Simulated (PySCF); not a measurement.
```xyz
4

O     0.0031    0.7289   -0.0447
O    -0.0083   -0.7288   -0.0507
H     0.8365    0.8822    0.4126
H    -0.8476   -0.8749    0.4233
```

Basis set: cc-pVTZ (spherical functions). Left uncorrelated: 2 orbitals. Charge 0, multiplicity 1.

Starred EOM-CCSD(T)(a) on the restricted Hartree–Fock determinant with PySCF 2.14.0; the energies are vertical.

(1) The solver was asked for the few lowest roots only. Give the ionization energies of singlet H2O2 among them whose weight of singles is over 0.7.

Answers

(1)

```csv
root,energy (eV),weight of singles
1,11.23,0.95
2,12.71,0.95
3,15.16,0.95
```

Higher main lines weren't sought.
